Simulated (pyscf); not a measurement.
## Hydrogen abstraction: Cl–C•(Cl)–Cl (SMILES Cl[C](Cl)Cl) + SiH₄ (SMILES [SiH4]) -> Cl–CH(Cl)–Cl (SMILES ClC(Cl)Cl) + SiH₃• (SMILES [SiH3])

Gas phase, doublet surface, charge 0. Bonds broken: Si5–H6. Bonds formed: C2–H6. Optimised with ωB97X-D3(BJ)/def2-SVP in PySCF.

Transition state (Å):

```xyz
9

Cl    -0.1420    -1.4067    -1.6501
C     -0.4291     0.2807    -1.3367
Cl    -2.1037     0.6600    -1.0540
Cl     0.3400     1.3412    -2.4822
Si     0.9900     0.8457     1.3698
H      0.2254     0.5426    -0.0911
H      0.3777    -0.0264     2.4124
H      0.7979     2.2833     1.7144
H      2.4402     0.5357     1.2171
```

One imaginary mode, 1494i cm⁻¹; descent along it reached the two sides named.

| bond | change | reactant side (Å) | saddle | product side |
|---|---|---|---|---|
| Si5–H6 | breaks | 1.490 | 1.676 | 3.3 |
| C2–H6 | forms | 2.9 | 1.431 | 1.095 |

Electronic energies relative to the separated reactants (eV):

```json
[
 {"level": "ωB97X-D3(BJ)/def2-TZVP", "barrier": "0.46", "reaction energy": "-0.02", "reverse barrier": "0.48"},
 {"level": "PBE/def2-TZVP", "barrier": "0.28", "reaction energy": "-0.07", "reverse barrier": "0.35"},
 {"level": "r²SCAN/def2-TZVP", "barrier": "0.36", "reaction energy": "-0.04", "reverse barrier": "0.40"},
 {"level": "B3LYP-D3(BJ)/def2-TZVP", "barrier": "0.36", "reaction energy": "-0.03", "reverse barrier": "0.39"},
 {"level": "PBE0-D3(BJ)/def2-TZVP", "barrier": "0.31", "reaction energy": "-0.10", "reverse barrier": "0.42"},
 {"level": "M06-2X/def2-TZVP", "barrier": "0.41", "reaction energy": "-0.22", "reverse barrier": "0.63"},
 {"level": "ωB97M-D3(BJ)/def2-TZVP", "barrier": "0.47", "reaction energy": "-0.09", "reverse barrier": "0.56"},
 {"level": "HF/def2-TZVP", "barrier": "1.13", "reaction energy": "-0.02", "reverse barrier": "1.15"}
]
```

With ωB97M-D3(BJ)/def2-TZVP energies and thermal terms (ideal gas, 1 atm, RRHO with modes under 100 cm⁻¹ raised to 100, one conformer, R ln 2 for chiral ones without a mode under 150 cm⁻¹), in eV:

| T (K) | ΔH‡ | ΔG‡ | ΔH | ΔG |
|---|---|---|---|---|
| 298 | 0.42 | 0.83 | -0.01 | -0.03 |
| 600 | 0.46 | 1.22 | -0.02 | -0.05 |
| 900 | 0.50 | 1.59 | -0.03 | -0.06 |
| 1200 | 0.53 | 1.95 | -0.04 | -0.07 |

One saddle was located; it need not be the lowest between these sides. The angle at the transferred H is 180°.
